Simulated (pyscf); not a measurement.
**Four-centre exchange: Cl–TiH(Cl)–Cl + HF → F–Ti(Cl)(Cl)–Cl + H₂**

Gas phase, singlet surface, charge 0. Bonds broken: Ti2–H5, F6–H7. Bonds formed: Ti2–F6, H5–H7. Single points on ωB97X-D3(BJ)/def2-SVP structures (PySCF, gas phase).

Transition state (Å):

```xyz
7

Cl     1.6738     0.2508    -1.0382
Ti    -0.2893     0.1486    -0.1693
Cl    -0.5785     1.4432     1.5215
Cl    -1.5574     1.0143    -1.6881
H     -1.3571    -1.2688    -0.4477
F      0.1438    -1.4969     0.9797
H     -0.7140    -1.6817     0.3110
```

One imaginary mode, 790i cm⁻¹; descent along it reached the two sides named, in the forms told below.

| bond | change | reactant side (Å) | saddle | product side |
|---|---|---|---|---|
| Ti2–H5 | breaks | 1.659 | 1.796 | 3.7 |
| F6–H7 | breaks | 0.932 | 1.103 | 2.9 |
| Ti2–F6 | forms | 2.315 | 2.053 | 1.713 |
| H5–H7 | forms | 2.061 | 1.077 | 0.760 |

Electronic energies relative to the separated reactants (kJ/mol):

| level | barrier | reaction energy | reverse barrier |
|---|---|---|---|
| ωB97X-D3(BJ)/def2-TZVP | 1.5 | -181.5 | 183.0 |
| PBE/def2-TZVP | -28.9 | -196.2 | 167.2 |
| r²SCAN/def2-TZVP | -28.9 | -203.3 | 174.4 |
| B3LYP-D3(BJ)/def2-TZVP | -6.2 | -186.5 | 180.3 |
| PBE0-D3(BJ)/def2-TZVP | -10.1 | -180.1 | 169.9 |
| M06-2X/def2-TZVP | 12.5 | -171.2 | 183.7 |
| ωB97M-D3(BJ)/def2-TZVP | 9.3 | -171.9 | 181.2 |
| HF/def2-TZVP | 84.7 | -155.1 | 239.8 |

With ωB97M-D3(BJ)/def2-TZVP energies and thermal terms (ideal gas, 1 atm, RRHO with modes under 100 cm⁻¹ raised to 100, one conformer, R ln 2 for rigid chiral ones), in kJ/mol:

| T (K) | ΔH‡ | ΔG‡ | ΔH | ΔG |
|---|---|---|---|---|
| 298 | 5.8 | 47.0 | -178.4 | -170.0 |
| 600 | 4.1 | 89.5 | -176.3 | -162.3 |
| 900 | 4.5 | 132.2 | -174.9 | -155.6 |
| 1200 | 6.1 | 174.6 | -174.0 | -149.3 |

On the reactant side the descent ends in an adduct with a F–Ti contact, 15.9 kJ/mol under the separated species and 17.5 kJ/mol under the saddle at ωB97X-D3(BJ)/def2-TZVP. At B3LYP-D3(BJ), PBE0-D3(BJ) the saddle lies under the separated reactants, which points to a path from their complex (located at ωB97X-D3(BJ) alone). At PBE, r²SCAN this geometry lies under the reactants; that is no barrier but a single point on another level's saddle; such a level's own saddle, if it has one, lies nearer that side and is low. What is counted as formed (F–Ti) is already present as a longer contact in the reactant adduct; forming that adduct is a step of its own. At the saddle there is also a short H–Ti contact that neither side keeps. This is the saddle that the search found; another between the same sides may lie lower.
